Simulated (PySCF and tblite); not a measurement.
Values are calculated unless marked as measured or tabulated.
C₆H₅F, numbered as in [CH2:1]=[C:2]1[CH:3]=[CH:4][CH:5]=[C:6]1[F:7].

The ensemble was built from 45 distance-geometry starts (ETKDG and KDG, MMFF94s, GFN2-xTB) and rests on GFN2-xTB geometries. Free energies are B3LYP-D3(BJ)/def2-TZVP (IEF-PCM, chloroform) single points with GFN2-xTB rigid-rotor and vibrational terms (modes under about 100 cm⁻¹ blended into free rotors). Symmetry numbers and mirror images are counted. Conformers within 2.5 kcal/mol (GFN2-xTB free energy) were kept, 5 at most. GIAO shieldings: KT3/pcSseg-1 (IEF-PCM, chloroform). Shifts are against TMS (¹H), TMS (¹³C) at the same level; of two unlike H on one atom, a is the less shielded. (PySCF 2.14, tblite 0.8.)

Question: List the conformer-averaged shifts at 298.15 K.

Answer: ¹H: 6.39 (H1a, 1H), 6.35 (H4, 1H), 6.15 (H1b, 1H), 5.74 (H5, 1H), 5.62 (H3, 1H) ppm. ¹³C: 157.4 (C6), 139.6 (C2), 125.9 (C4), 122.1 (C1), 109.5 (C3), 104.1 (C5) ppm.

Shifts are unscaled: against experiment ¹³C can be off by 15 ppm or more and ¹H by 0.8 ppm.
